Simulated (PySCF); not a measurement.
SMILES O (H₂O) (CAM-B3LYP/def2-SVP optimised geometry):

```
3

O     -0.370    -0.469     0.000
H     -0.595     0.469     0.000
H      0.595    -0.469     0.000
```

Method: CAM-B3LYP/def2-TZVP run with PySCF.

Q: What are the frontier orbital energies and the dipole moment?

A: HOMO-2 -16.31 eV, HOMO-1 -12.56 eV, HOMO -10.50 eV, LUMO 1.52 eV, LUMO+1 3.55 eV; dipole moment 2.13 D.

On the same geometry PBE/def2-TZVP (PySCF 2.14.0) gives HOMO-2 -12.93 eV, HOMO-1 -9.11 eV, HOMO -6.97 eV, LUMO -0.07 eV, LUMO+1 1.99 eV; dipole moment 2.05 D.

Meta-Löwdin charges at CAM-B3LYP/def2-TZVP: O1 -0.68, H2 0.34, H3 0.34.
